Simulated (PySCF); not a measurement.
Compound: C4H5ClN (charge -1).
SMILES with atom numbers: `[CH3:1][CH2:2][C-:3]([Cl:4])[C:5]#[N:6]` (hydrogens: H7, H8, H9 on C1; H10, H11 on C2)

The same species was optimised twice, with GFN2-xTB and with PBE0-D3(BJ)/def2-SVP (PySCF), and the same property calculations (PySCF, gas phase) were run on both structures.

```tsv
coordinate	GFN2-xTB	PBE0-D3(BJ)/def2-SVP	change
C3–C5 (Å)	1.366	1.389	+0.023
C5≡N6 (Å)	1.170	1.181	+0.011
C1–C2 (Å)	1.539	1.533	-0.006
C3–Cl4 (Å)	1.823	1.818	-0.005
C2–C3 (Å)	1.502	1.497	-0.005
C3–C5–N6 (°)	168.6	175.9	+7.3
Cl4–C3–C5 (°)	112.3	113.7	+1.4
C2–C3–Cl4 (°)	110.8	112.1	+1.3
C1–C2–C3 (°)	115.1	116.4	+1.3
C2–C3–C5 (°)	119.7	120.7	+1.0
C1–C2–C3–Cl4 (°)	67	62	-5
```

Rotational constants: A = 3023, B = 2656, C = 1616 MHz (GFN2-xTB) against A = 3052, B = 2551, C = 1578 MHz (PBE0-D3(BJ)/def2-SVP). Point groups within 0.08 Å: C1 and C1. Atoms that the bonding makes alike are paired by their places after alignment.

On the GFN2-xTB structure: HOMO (eV) 0.16 [PBE0/pcSseg-1]; LUMO (eV) 5.09 [PBE0/pcSseg-1]; GIAO shielding of C1 (ppm) 171.7 [PBE0/pcSseg-1]; GIAO shielding of C2 (ppm) 146.2 [PBE0/pcSseg-1]; GIAO shielding of C3 (ppm) 106.8 [PBE0/pcSseg-1]; GIAO shielding of Cl4 (ppm) 926.9 [PBE0/pcSseg-1]; GIAO shielding of C5 (ppm) 44.8 [PBE0/pcSseg-1]; GIAO shielding of N6 (ppm) -58.4 [PBE0/pcSseg-1].

Problem. What do these properties become on the PBE0-D3(BJ)/def2-SVP structure?

Solution. 
| property | level | on GFN2-xTB | on PBE0-D3(BJ)/def2-SVP | change |
| --- | --- | --- | --- | --- |
| HOMO (eV) | PBE0/pcSseg-1 | 0.16 | 0.16 | 0.00 |
| LUMO (eV) | PBE0/pcSseg-1 | 5.09 | 5.08 | -0.01 |
| energy, GFN2-xTB geometry as zero (kcal/mol) | PBE0/pcSseg-1 | 0.0 | -1.3 | -1.3 |
| GIAO shielding of C1 (ppm) | PBE0/pcSseg-1 | 171.7 | 169.9 | -1.8 |
| GIAO shielding of C2 (ppm) | PBE0/pcSseg-1 | 146.2 | 146.1 | -0.1 |
| GIAO shielding of C3 (ppm) | PBE0/pcSseg-1 | 106.8 | 109.6 | +2.8 |
| GIAO shielding of Cl4 (ppm) | PBE0/pcSseg-1 | 926.9 | 937.0 | +10.1 |
| GIAO shielding of C5 (ppm) | PBE0/pcSseg-1 | 44.8 | 42.1 | -2.7 |
| GIAO shielding of N6 (ppm) | PBE0/pcSseg-1 | -58.4 | -61.2 | -2.8 |

The heavy atoms differ by 0.056 Å rms after alignment. Among bonds between heavy atoms C3–C5 changes most (+0.023 Å). Changes are differences of the printed values. Neither structure is proved a minimum here. Geometry: PBE0-D3(BJ)/def2-SVP, one conformer, isolated ion. The geometry's basis has no diffuse functions, a weakness for an anion.

Shape of the structure used: `[CH3:1][CH2:2][C-:3]([Cl:4])[C:5]#[N:6]`: C1–C2–C3–Cl4 62°.
